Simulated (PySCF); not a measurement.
Bonds (- single, = double, # triple, : aromatic): Si1-Si2 2.344 Å, Si2-Si3 2.345 Å. Si1 carries H4, H5, H6; Si2 carries H7, H8; Si3 carries H9, H10, H11.

[PySCF: PBE0-D3(BJ)/def2-SVP geometry; GIAO PBE0/pcSseg-1 shieldings; fast rotation and ring inversion assumed for equivalent nuclei; non-relativistic Hamiltonian; isolated molecule; a single conformation]

Shifts are taken against calculated references (same method and geometry level): TMS for ¹H (σ = 31.27 ppm), ²⁹Si (σ = 351.99 ppm).

```json
{"atoms": "Si1/Si3", "nucleus": "²⁹Si", "count": "2", "δ (ppm)": "?"}
{"atoms": "Si2", "nucleus": "²⁹Si", "count": "1", "δ (ppm)": "?"}
{"atoms": "H7/H8", "nucleus": "¹H", "count": "2", "δ (ppm)": "3.45"}
{"atoms": "H4/H5/H6/H9/H10/H11", "nucleus": "¹H", "count": "6", "δ (ppm)": "3.63"}
```

**Question.** Complete the table.

**Answer.** 
- Si1/Si3: -104.7 ppm, silicon bonded to Si, 3 H
- Si2: -117.9 ppm, silicon bonded to 2 Si, 2 H
